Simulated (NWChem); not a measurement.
Correlation energy of P (+1)

```xyz
1

P      0.0000     0.0000     0.0000
```
Charge +1, spin multiplicity 3.

The numbers come from NWChem runs, not from measurements.

Basis set: cc-pVDZ. Each correlation energy counts from its own Hartree-Fock reference.

The correlated methods keep 5 core orbitals frozen. The stability of the SCF solutions was not checked. Open-shell Hartree-Fock references start from PBE0 orbitals. No row is a measurement; the coupled-cluster row has its own basis-set and correlation limits.

Problem. Order these methods by the correlation energy they give, lowest first: CCSD[T] on UHF, CCSD on ROHF, SCS-UMP2, CCSD[T] on ROHF, UMP2, CCSD on UHF.

Solution. CCSD[T] on ROHF (-75.3 mHa), CCSD on ROHF (-74.2 mHa), CCSD[T] on UHF (-70.9 mHa), CCSD on UHF (-70.0 mHa), SCS-UMP2 (-52.3 mHa), UMP2 (-49.5 mHa)
